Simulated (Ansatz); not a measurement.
Two isomers of C3H5NO: A = `N/C=C/C=O`, B = `N=C1CCO1`.

Isolated molecules relaxed with PBE0-D4/def2-TZVP in Ansatz; ΔE leaves out vibrations. CBS: MP2 limit from def2 TZ/QZ plus the TZ coupled-cluster correction, frozen cores. DFT in def2-TZVPP. B3LYP here is the variant with VWN-RPA as its local correlation; programs differ in this. One conformer a species, not always the lowest.

A:

Z-matrix (Å, degrees):
```
N
C 1 1.346
H 1 1.004 2 121.0
H 1 1.001 2 121.2 3 178.2
C 2 1.350 1 127.1 3 0.8
H 2 1.088 1 114.4 3 -179.3
C 5 1.440 2 119.2 1 179.8
H 5 1.085 2 122.3 1 -0.2
O 7 1.211 5 125.8 2 180.0
H 7 1.116 5 114.0 2 -0.0
```

B:

Z-matrix (Å, degrees):
```
C
C 1 1.505
C 1 1.529 2 83.8
H 1 1.089 2 114.4 3 116.1
H 1 1.089 2 114.4 3 -116.1
N 2 1.247 1 135.1 3 -179.9
O 2 1.374 1 94.4 3 0.1
H 3 1.091 1 116.3 2 113.5
H 3 1.091 1 116.3 2 -113.6
H 6 1.019 2 111.7 1 -180.0
```

(1) Which is lower in electronic energy at CCSD(T)/CBS, and by how much? (An estimate is asked.)

(2) Give E(B) − E(A) in kJ/mol with B2PLYP, LDA (SPW92), CCSD/def2-TZVPP, B3LYP, PBE-D4, r2SCAN-D4, CCSD(T)/def2-SVP. (Estimate.)

(3) Does the order hold for the free energy at 298.15 K (harmonic terms from PBE0-D4)? (Best estimate.)

Largest T1 diagnostic: 0.016.

Answers

(1) Computed: A, by 41.6 kJ/mol.

(2) Ansatz gave: B2PLYP 56.1, LDA (SPW92) 41.0, CCSD/def2-TZVPP 35.4, B3LYP 64.4, PBE-D4 51.7, r2SCAN-D4 54.0, CCSD(T)/def2-SVP 40.7. None reverses the order clearly.

(3) The calculation gave: Yes: G(B) − G(A) = +54.1 kJ/mol, for one conformer each. Modes under 60 cm⁻¹, often nearly free rotors, make the harmonic entropy too high.

Leaving LDA and LC-ωPBE aside and taking each functional with its dispersion term where it has one, the values, not all of them listed here, spread over 38.4 kJ/mol, from ωB97X-V to BLYP-D4. LDA lies −11.7 kJ/mol from PBE without D4. From PBE to PBE0 (25 % exact exchange), in def2-TZVPP and without D4, E(B) − E(A) moves by −8.7 kJ/mol.
